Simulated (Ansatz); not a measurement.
Write a Python script for Ansatz 0.2.0 through its Python package that makes a ranking of conformers of C₂H₆OS₂, SMILES COCSS. Settings (for the species named): PBE, def2-SVP basis, multiplicity 1, D3BJ dispersion.

Script `conformers_c2h6os2.py`:
```python
"""Rank force-field conformers of C2H6OS2 by single points."""

import ansatz as az
from rdkit import Chem
from rdkit.Chem import AllChem

BASIS = "def2-SVP"
FUNCTIONAL = "pbe"
DISPERSION = "d3bj"


def main() -> None:
    rd = Chem.AddHs(Chem.MolFromSmiles("COCSS"))
    ids = list(AllChem.EmbedMultipleConfs(rd, numConfs=20, randomSeed=225, pruneRmsThresh=0.4))
    field = [energy for _, energy in AllChem.MMFFOptimizeMoleculeConfs(rd)]
    distinct = {round(e, 2): i for i, e in zip(ids, field)}
    chosen = sorted(distinct.items())[:4]
    found = []
    for force_field, index in chosen:
        system = az.Crystal.molecule()
        for atom, xyz in zip(rd.GetAtoms(), rd.GetConformer(index).GetPositions()):
            system = system.atom(atom.GetSymbol(), xyz.round(5).tolist())
        base = (
            system.calculation()
            .basis(gaussian=BASIS)
            .functional(FUNCTIONAL, dispersion=DISPERSION)
            .accuracy("medium")
        )
        found.append(base.run(threads=1, pin="off").report["free_energy_ev"])
    print("conformer   MMFF (kcal/mol)   this level (kJ/mol)")
    for (force_field, index), e in zip(chosen, found):
        print(f"{index:9d} {force_field - chosen[0][0]:17.2f} {96.485332 * (e - min(found)):17.3f}")


if __name__ == "__main__":
    main()
```

```console
$ python conformers_c2h6os2.py
conformer   MMFF (kcal/mol)   this level (kJ/mol)
        6              0.00            10.070
        3              0.72             0.000
        7              1.69             3.120
        0              2.27            14.245
```

What to keep in mind:
- The settings weren't tested for convergence.
- The conformers keep their force-field geometries.
- The whole script took 10 s on 1 thread of Arm Neoverse V2 (shared host), peak memory 0.27 GiB.
